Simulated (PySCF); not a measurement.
Gas-phase reaction: NH2 + N = N2H2

Method: PySCF energies plus ideal-gas RRHO corrections (1 bar). Table values come from the NASA 1993 polynomials. † marks an energy on the PBE0/def2-TZVP geometry and frequencies. Open shells (unrestricted): NH2 (multiplicity 2), N (multiplicity 4); the rest are closed-shell singlets. The table's entry may be an old estimate for NH2, N2H2 (not checked at source).

ωB97M-V/def2-TZVP† gives ΔH°(298 K) = -466.8 kJ.

### Question
What does PBE/def2-TZVP† give, and where does the table lie?

### Answer
PBE/def2-TZVP†: -509.4 kJ. Table: -449.9 kJ.
